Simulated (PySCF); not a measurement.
Cartesian coordinates (Å):
```xyz
6

C     -0.3453    -0.0245     0.0266
O      0.9813     0.0326     0.4917
H     -0.6581     0.8902    -0.5170
H     -0.5404    -0.8940    -0.6337
H     -1.0021    -0.1253     0.9046
H      1.5647     0.1210    -0.2722
```
Charge 0, multiplicity 1.

Question: What is the computed LUMO, HOMO and total energy (M06-2X/def2-TZVP // B3LYP-D3(BJ)/def2-SVP (PySCF))?

Answer: 
| Property | Result |
|---|---|
| LUMO | 1.68 eV |
| HOMO | -9.61 eV |
| total energy | -3148.76 eV |
